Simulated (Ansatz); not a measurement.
# NH₃ (triplet): from Hartree-Fock to the top rungs at distance H1–H2 along a hydrogen transfer = 0.745 Å, cc-pVTZ

How much of the correlation energy of NH₃ (triplet) does each wave-function method recover here?

Computed with Ansatz 0.2.0, Gaussian basis. Level: cc-pVTZ, core rule «outside noble gas», up to 1 orbitals frozen.

To be run: UHF; CCSD(T) on ROHF; CCSD(T) on UHF; BCCD(T) on ROHF; CCSDT(Q) on ROHF; CCSDT(Q) on UHF; CASSCF and MRCISD+Q, 4 electrons in 4 orbitals; CASSCF and NEVPT2, 4 electrons in 4 orbitals; CASSCF and MRCISD+Q, 8 electrons in 7 orbitals; CASSCF and NEVPT2, 8 electrons in 7 orbitals.

### Step 1. The system

The geometry derives from fragments relaxed apart (PBE0/def2-TZVP) and kept rigid, so it is no stationary point. A hydrogen atom is moved between rigid fragments.

4 atoms, charge 0, spin multiplicity 3.

Atoms are counted from 1 here; the program's logs count them from 0.

Bond lengths: H1–H2 0.745 Å, N3–H4 1.040 Å.

### Step 2. UHF

The input, in.yaml:

```yaml
crystal:
  periodic: [false, false, false]
  atoms:
    - {symbol: H, position_ang: [-2.083362, 0.059434, 0.000000]}
    - {symbol: H, position_ang: [-1.338362, 0.059434, 0.000000]}
    - {symbol: N, position_ang: [0.211638, 0.059434, 0.000000]}
    - {symbol: H, position_ang: [0.480720, -0.944792, 0.000000]}
basis:
  gaussian: {orbitals: cc-pVTZ}
magnetization: {spin_polarized: true, initial_magnetization: 2}
hamiltonian: {xc: hf}
output: {orbitals: {seedname: orbitals}}
```

Started as:

```sh
> ansatz run in.yaml --threads 1 --pin off --events-out ev --progress --plain --max-ram 2816MiB --backend cpu
```

The runs that follow: CCSD(T) on ROHF; CCSD(T) on UHF; BCCD(T) on ROHF; CCSDT(Q) on ROHF; CCSDT(Q) on UHF; CASSCF and MRCISD+Q, 4 electrons in 4 orbitals; CASSCF and NEVPT2, 4 electrons in 4 orbitals; CASSCF and MRCISD+Q, 8 electrons in 7 orbitals; CASSCF and NEVPT2, 8 electrons in 7 orbitals.

Q: Predict the results of all the runs planned. Wanted: UCCSDT(Q) below the RHF energy; RMP2 from UCCSDT(Q); UMP2 from UCCSDT(Q); RCCSD from UCCSDT(Q); RCCSD(T) from UCCSDT(Q); UCCSD(T) from UCCSDT(Q); RCCSDT(Q) from UCCSDT(Q); NEVPT2 pair from UCCSDT(Q); MRCISD+Q pair from UCCSDT(Q).

As calculated:

| quantity | value |
| --- | --- |
| UCCSDT(Q) below the RHF energy | -5.9333 eV |
| RMP2 from UCCSDT(Q) | +82.9 kJ/mol |
| UMP2 from UCCSDT(Q) | +83.7 kJ/mol |
| RCCSD from UCCSDT(Q) | +15.3 kJ/mol |
| RCCSD(T) from UCCSDT(Q) | +2.1 kJ/mol |
| UCCSD(T) from UCCSDT(Q) | +1.9 kJ/mol |
| RCCSDT(Q) from UCCSDT(Q) | +0.2 kJ/mol |
| NEVPT2 pair from UCCSDT(Q) | +81.0 kJ/mol |
| MRCISD+Q pair from UCCSDT(Q) | +3.2 kJ/mol |
| NEVPT2 valence from UCCSDT(Q) | +83.7 kJ/mol |
| levels within 1 kcal/mol (43 meV) | RCCSD(T), UCCSD(T), BCCD(T), RCCSDT, UCCSDT, RCCSDT(Q), MRCISD+Q pair, MRCISD+Q valence |
| T1 diagnostic | 0.024 |
| effectively unpaired electrons | 2.01 |

RCCSD(T) misses by +2.1 kJ/mol, 0.4 % of the correlation energy. One determinant dominates. Of the multireference levels listed MRCISD+Q pair comes nearest in total energy (+3.2 kJ/mol), which doesn't show that its space is the better one. These misses are within one basis, not against nature; the frozen cores of restricted and unrestricted runs differ, which can shift their rows.
